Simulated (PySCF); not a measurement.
Oxygen: a sound run and one with changed settings

Sound run: O [He] 2s2 2p4, O⁺ [He] 2s2 2p3. Computed with PySCF 2.14 in def2-SVP (3s2p1d, 14 functions), with no relativity, point nucleus. In the sound run the correlated levels freeze 1s2. The sound run starts from symmetry-adapted Hartree-Fock orbitals and uses a fine grid where one is needed.

Changed run: initial guess minao, at most 50 SCF cycles.

```
species   method  sound run (hartree)  changed run (hartree)  converged
      O      UHF            -74.72010              -74.72010        yes
      O   M06-2X            -74.97256              -74.97256        yes
      O  CCSD(T)            -74.83747              -74.83747        yes
     O⁺     PBE0            -74.41868              -74.41868        yes
     O⁺      MP2            -74.34500              -74.34500        yes
```

Here the plain start reaches the same solutions.
